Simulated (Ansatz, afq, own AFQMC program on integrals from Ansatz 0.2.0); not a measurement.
Integrals from Ansatz 0.2.0, then the random walk in our own AFQMC program (afq).

```yaml
crystal:
  periodic: [false, false, false]
  atoms:
    - {symbol: B, position_ang: [-2.629938, 0.000000, 0.000000]}
    - {symbol: H, position_ang: [-3.226671, 1.033571, 0.000000]}
    - {symbol: H, position_ang: [-3.226671, -1.033571, 0.000000]}
    - {symbol: H, position_ang: [-1.333938, 0.000000, 0.000000]}
    - {symbol: Br, position_ang: [0.454062, 0.000000, 0.000000]}
basis:
  gaussian: {orbitals: cc-pVTZ}
magnetization: {spin_polarized: true, initial_magnetization: 1}
correlation: {method: ccsd_t, electrons: outside_noble_gas, hamiltonian_folder: ham}
```

```sh
$ ansatz run in.yaml --threads 1 --pin off --events-out ev --progress --plain --max-ram 24576MiB --backend cuda --devices 0, --max-vram 18GiB
```

Options of the walk:

```
--method phaseless --trial cisd --walkers 900 --populations 20 --least-time 60 --time-step 0.005 --steps-per-block 50 --equilibration-blocks 28 --max-blocks 4000 --target-error 0.00021 --factor-cut 1e-05 --start spin_pure --seed 1191 --release-times 0.24,0.51,0.99,1.62,2.4 --release-step 0.03 --release-every 3 --taylor-order 6
```

Times are imaginary, in 1/Eh. The walk had a cap of 231 s. With eight or more populations the least sampling time is a fifth of least-time, and the error comes from their spread. Filled inner d shells are frozen with the cores.

```
orbitals 100  electrons 7 6  factors 619 of 680
reference energy -2598.82046046 Eh
CCSD correlation -0.30224349 Eh in 11 cycles, weight of the determinant in the CISD state 0.8739
energy of the start -2599.121737 Eh
 block  time / (1/Eh)  mean weight  energy / Eh
     1     0.250  1.0001  -2599.117571
     2     0.500  0.9994  -2599.120742
     3     0.750  1.0007  -2599.124276
     4     1.000  0.9998  -2599.126259
     5     1.250  1.0003  -2599.127539
     7     1.750  0.9996  -2599.130777
     9     2.250  1.0003  -2599.131755
    11     2.750  1.0002  -2599.132602
    15     3.750  1.0003  -2599.134243
    19     4.750  1.0003  -2599.134223
    23     5.750  0.9994  -2599.133066
    27     6.750  1.0006  -2599.133415
    31     7.750  1.0009  -2599.134462
    33     8.250  0.9996  -2599.134940
    35     8.750  0.9994  -2599.132894
    39     9.750  0.9993  -2599.134154
    43    10.750  0.9999  -2599.132655
    47    11.750  1.0019  -2599.132195
    51    12.750  0.9993  -2599.132961
    55    13.750  1.0005  -2599.131703
    59    14.750  0.9998  -2599.132364
    63    15.750  1.0007  -2599.132116
    65    16.250  1.0002  -2599.130831
    67    16.750  1.0006  -2599.132046
    71    17.750  0.9997  -2599.131334
    75    18.750  0.9994  -2599.133432
    79    19.750  0.9999  -2599.132103
    83    20.750  0.9998  -2599.132659
    87    21.750  1.0004  -2599.134516
    91    22.750  0.9999  -2599.132569
    95    23.750  1.0007  -2599.131981
    97    24.250  1.0002  -2599.133879
error from the spread of 20 populations
released: time / (1/Eh)  energy / Eh  error  mean overlap
  0.24  -2599.133104  0.000150  0.9975
  0.51  -2599.133476  0.000373  0.9942
  0.99  -2599.133306  0.000172  0.9920
  1.62  -2599.133655  0.000285  0.9786
  2.40  -2599.133688  0.000419  0.9766
energy -2599.132768 +/- 0.000187 Eh
(rows thinned)
```

**Question.** Estimate how long the walk took on 1 × NVIDIA H100 80GB HBM3 with 2 threads of AMD EPYC 7R13 Processor (Zen 3), with other jobs on the host (the card was shared).

**Answer.** 84 s of wall time.

The run passed its tests (sampling time, drift between the halves within three errors, error under three times the target), which doesn't prove that it has relaxed.

Against this walk (error 5.1 meV) on the same determinant: CCSD(T) 20.7 meV higher. The error is statistical and leaves out the bias of the constraint. Released to 1.62 1/Eh the energy lies 24 ± 9 meV (both errors) below the phaseless value, which shows part or all of the bias of the constraint, and CCSD(T) lies 44.8 meV above the released value.

Cautions: constraint bias not in the error; no relativity below Rb; no spin-orbit coupling; inner d shell frozen.

A walk keeps the symmetry of its determinant, which the program's search chose and which needn't be the lowest solution, so a lower state of the same spin and another symmetry isn't excluded.
